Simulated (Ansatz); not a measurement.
The cluster Si₃H₅⁻. The state is a triplet with charge -1. Geometry PBE0-D4/def2-TZVP, that of the neutral doublet; atoms count from 1.

```xyz
8

Si    0.4740    1.0576    1.2496
Si   -0.4065   -0.9808    0.6335
Si   -0.0668    0.7635   -0.9704
H    -1.3895    1.2004   -1.4860
H     1.9425    0.7293    1.2042
H    -1.8641   -1.2383    0.7564
H     0.9441    0.7165   -2.0572
H     0.3663   -2.2482    0.6699
```

The highest occupied level of the charge -1 triplet lies above zero (up to 1.79 eV). By energy differences it is unbound by 0.66 eV (vertical, to the charge 0 doublet, at PBE0-D4/def2-TZVPD) and held by the finite basis. At PBE0-D4/def2-TZVPD a singlet of charge -1 lies 2.57 eV below the triplet at the same geometry. The structure comes from a short search, and lower isomers may exist.

(1) Estimate the Mulliken populations from the PBE0/def2-TZVPD orbitals of Ansatz.

(2) Where does the spin sit?

(3) And the Mayer bond orders between bonded heavy atoms (over 0.3)?

Results:

(1) 
| atom | charge (e) | spin (α − β) |
| --- | --- | --- |
| Si1 | -0.09 | 0.38 |
| Si2 | -0.34 | 0.67 |
| Si3 | -0.34 | 0.67 |
| H4 | -0.05 | 0.06 |
| H5 | -0.01 | 0.00 |
| H6 | -0.05 | 0.06 |
| H7 | -0.07 | 0.07 |
| H8 | -0.07 | 0.08 |
Mulliken values and Mayer orders depend strongly on the basis. With diffuse functions, as here, like atoms can get unlike values, and bond orders can come out too low or too high.

(2) Summed by element: Si 1.72, H 0.28, of 2 unpaired in all. Largest on single atoms: Si2 0.67, Si3 0.67, Si1 0.38.

(3) Si1–Si2 0.99 (2.30 Å); Si1–Si3 0.99 (2.30 Å); Si2–Si3 1.95 (2.39 Å).
